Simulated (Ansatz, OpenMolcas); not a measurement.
# How basis sets differ on SiH2 (SMILES [SiH2])

SiH2: 3 atoms, total charge 0, spin state singlet. As SMILES, `[SiH2]`. The coordinates come from a PBE0-D4/def2-TZVP relaxation.

```xyz
3

Si   -0.4912    0.4686   -0.2136
H     0.8403    0.5786    0.5225
H    -0.3491   -1.0472   -0.3089
```

Quantity: the vertical ionisation energy (to the doublet cation), in eV. The values are calculated.

```tsv
level	kind	program	value (eV)	CPU time (all runs)
PBE0/3-21G	global hybrid	Ansatz	9.34	1.6 s
PBE0/pcseg-0	global hybrid	OpenMolcas	9.47	5.8 s
PBE0/6-31G* (spherical functions)	global hybrid	OpenMolcas	9.35	11 s
PBE0/cc-pVDZ	global hybrid	Ansatz	9.35	2.2 s
PBE0/aug-cc-pVTZ	global hybrid	OpenMolcas	9.36	60 s
```

The values span 9.34 to 9.47 eV. Without the sets that lack polarisation functions the rows with a basis span only 9.35 to 9.36 eV. Times are those of the runs behind each value, whatever else they computed, on shared processors of several kinds: orders of magnitude only.
